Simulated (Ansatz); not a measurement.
Two structures of CH₇AlS, singlet, reached by relaxing down either side of one saddle point (PBE0-D4/def2-TZVP). Energies are electronic, without zero-point energy. Ansatz 0.2.0; basis: def2-TZVPP and def2-QZVPP; cores frozen in the correlated methods. Extrapolation: Hartree–Fock as exp(−7.88 √X), correlation as X^−2.97. First:

```xyz
10
angstrom
Al -0.8486 0.2555 -1.1578
S 0.4889 1.8720 -1.7899
H -0.6434 -1.1387 -1.8696
H -2.0462 0.6003 -0.1853
H 0.9623 -0.0386 0.5753
C 0.6269 -0.8751 1.1978
H -0.1027 2.7875 -1.0040
H 1.3548 -1.6800 1.1107
H -0.3521 -1.2543 0.8949
H 0.5601 -0.5285 2.2280
```

Second:

Al1  (-0.853, -0.368, -0.563)
S2  (0.480, 1.695, -1.240)
H3  (-0.566, -1.152, -1.927)
H4  (-2.237, 0.421, -0.425)
H5  (1.714, 1.180, -1.104)
C6  (0.095, -0.922, 1.071)
H7  (0.528, 2.296, -0.039)
H8  (1.144, -1.172, 0.883)
H9  (-0.370, -1.820, 1.492)
H10  (0.065, -0.158, 1.854)
(Å)

Problem. Which bonds change from the first to the second?

Solution. AlH₃S ([AlH2][SH]) + CH₄ → CH₅Al ([CH3][AlH2]) + H₂S (still joined by a long Al–S bond); bonds formed: Al1–C6, S2–H5; bonds broken: H5–C6; bonds weakened to dative contacts: Al1–S2.

Problem. Give the saddle point's structure and its height above each. (An estimate is asked for; the value comes from the calculation.)

Solution. The calculation gives: 161.1 kJ/mol above the first and 75.5 kJ/mol above the second (CCSD(T) at an estimated basis limit (MP2 extrapolated from triple and quadruple zeta, plus CCSD(T) − MP2 in triple zeta)).
```
10
angstrom
Al -0.8176 -0.1743 -0.7291
S 0.8296 1.5228 -1.2352
H -0.7017 -1.2716 -1.8637
H -2.1512 0.5223 -0.2351
H 0.7970 0.4497 -0.0804
C 0.3759 -0.7043 0.8967
H 0.2515 2.4310 -0.4319
H 1.3392 -1.2005 0.7599
H -0.3386 -1.5087 1.1366
H 0.4160 -0.0664 1.7822
```

The T1 diagnostic stays at or below 0.011. The start structure is not quite a true minimum (one mode of 59i cm⁻¹).

Labels in which every atom is bracketed show which atoms are joined, not bond orders.

For scale, one of the runs: CCSD(T)/def2-TZVPP, 213 basis functions, launched by `ansatz run in.yaml --threads 2 --pin off --events-out ev --progress --plain --max-ram 4352MiB`. The run took 92 s on 2 CPU threads of an Arm Neoverse N1 (shared host), with 2.8 GiB of host memory at its peak.
